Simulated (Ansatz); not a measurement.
C2H6N2O can be A, `N=COCN`, or B, `CNC(=N)O`.

Isolated molecules relaxed with PBE0-D4/def2-TZVP in Ansatz; ΔE leaves out vibrations. CCSD(T)/CBS adds triple-zeta CCSD(T) − MP2 to the extrapolated MP2 energy (def2 sets, frozen cores). DFT in def2-TZVPP. Each species was taken in one conformer, which may not be the lowest.

Q: Which isomer does CCSD(T)/CBS put lower? Give the gap. (Estimate.)

A: Computed: B, by 17.1 kcal/mol.

Q: Give E(B) − E(A) in kcal/mol with CCSD/def2-TZVPP, MP2/def2-TZVPP, r2SCAN-D4, ωB97M-V, PBE-D4, HF/def2-TZVPP, B2PLYP. (Best estimate.)

A: Computed: CCSD/def2-TZVPP -17.0, MP2/def2-TZVPP -18.2, r2SCAN-D4 -18.5, ωB97M-V -17.7, PBE-D4 -17.5, HF/def2-TZVPP -18.1, B2PLYP -17.1. None reverses the order clearly.

Largest T1 diagnostic: 0.013.

From PBE to PBE0 (25 % exact exchange), in def2-TZVPP and without D4, E(B) − E(A) moves by −1.3 kcal/mol.
